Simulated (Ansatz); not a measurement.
Results of LDA in Ansatz (plane waves, PAW) for antiferromagnetic (type II) rock-salt NiO.

Run with plane-wave cutoff 520 eV, 14×14×14 k mesh, Fermi–Dirac smearing 0.01 eV, spin-polarised with opposed moments, scalar-relativistic PAW data made under PBE.

The volume scan:

```csv
V (Å³/atom),E − E_lowest (meV/atom),P (GPa)
8.037,11.33,11.26
8.205,2.72,5.32
8.372,0.00,0.00
8.540,2.54,-4.77
8.707,9.79,-9.03
```

### Question
Estimate the bulk modulus from the pressures at 8.205 and 8.540 Å³/atom, and compare it with a fit to all energies.

### Answer
B = −V dP/dV. Between V = 8.205 and 8.540 Å³/atom, dP/dV = (-4.77 − (5.32))/(8.540 − 8.205) = -30.1 GPa per Å³/atom; at the midpoint 8.372 Å³/atom this gives B ≈ 252 GPa. The third-order Birch–Murnaghan fit gives V0 = 8.372 Å³/atom, B0 = 252 GPa, B′ = 4.5, which lies within 1 % of that estimate.

Shape and atoms are relaxed at each volume.

Measured, for comparison: bulk modulus 192 ± 7 GPa (room temperature, no zero-point or thermal correction, equation of state from high-pressure X-ray diffraction, sources range from 174 to 209; as tabulated in Gavriliuk et al., The first-order structural transition in NiO at high …); equilibrium volume per atom 9.07 Å³/atom (5 K, no zero-point or thermal correction, pseudo-cubic cell; as tabulated in Yang et al. (2022), arXiv:2205.02972). Computed less measured: bulk modulus +31 % (+21 % to +45 % over the range), equilibrium volume per atom -7.7 %.

Note: without U or exact exchange, gaps and moments of open d shells tend to come out too small.

Ansatz is a first-principles code.
